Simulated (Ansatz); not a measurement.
Job for Ansatz (a program for electronic structure): R-CCSD(T)/aug-cc-pVTZ on C2H2 (SMILES C#C).

Ansatz 0.2 input:
```yaml
crystal:
  periodic: [false, false, false]
  atoms:
    - {symbol: C, position_ang: [0.00000000, 0.00000000, 2.90050300]}
    - {symbol: C, position_ang: [0.00000000, 0.00000000, 1.69324000]}
    - {symbol: H, position_ang: [0.00000000, 0.00000000, 0.62735200]}
    - {symbol: H, position_ang: [0.00000000, 0.00000000, 3.96392900]}
basis:
  gaussian:
    orbitals: aug-cc-pVTZ
magnetization: {spin_polarized: false}
correlation: {method: ccsd_t, electrons: outside_noble_gas}
scf: {lower_state_search: off}
```

The log:

```
WARN ansatz: RAYON_NUM_THREADS=2 ignored (pool sized by the plan → 2); use --threads N
Functional definition: HF
these checks for a lower state are left out or cut short: stability, starts, cluster_reference, orbital_swaps, neighbouring_geometries, increment
integrals: 0.28 GiB planned
800 factors; integrals over basis functions are off by at most 8.7e-4 eV
mean field: 0.22 GiB planned
mean field evaluation 1: about -2089.5728 eV, gradient 2.5e1 eV
mean field evaluation 2: about -2089.5741 eV, gradient 2.5e1 eV
mean field evaluation 4: about -2091.1734 eV, gradient 1.8e0 eV
mean field evaluation 8: about -2091.1848 eV, gradient 4.4e-5 eV
mean field -2091.18483807 eV, -76.8496253431 hartree, gradient 3.5e-6 eV, S^2 0.000000; 0 other end points of the search recorded, 0 dependent functions left out
2 core orbitals not correlated
reference -2091.18483807 eV, -76.8496253431 hartree; 5, 5 occupied and 131, 131 virtual orbitals, 800 factors
second order -8.55450810 eV of doubles, -0.00000000 eV of singles
coupled cluster: 0.55 GiB planned
cycle   1  -8.52849785 eV  change    2.6e-2 eV  update   7.2e-2
cycle   2  -8.79331365 eV  change   -2.6e-1 eV  update   2.3e-2
cycle   3  -8.85452700 eV  change   -6.1e-2 eV  update   1.1e-2
cycle   4  -8.85683219 eV  change   -2.3e-3 eV  update   3.1e-3
cycle   5  -8.85889075 eV  change   -2.1e-3 eV  update   8.8e-4
cycle   6  -8.85906989 eV  change   -1.8e-4 eV  update   2.2e-4
cycle   7  -8.85913549 eV  change   -6.6e-5 eV  update   4.8e-5
cycle   8  -8.85916377 eV  change   -2.8e-5 eV  update   1.5e-5
cycle   9  -8.85916324 eV  change    5.4e-7 eV  update   3.8e-6
perturbative correction -0.46218398 eV, -0.0169849479 hartree
Total energy: -2100.50618528 eV, -77.1921785350 hartree
Checks for a lower state left out: stability, starts, cluster_reference, orbital_swaps, neighbouring_geometries, increment
```

Self-consistency was reached.

Cost: roughly 5 core-seconds.
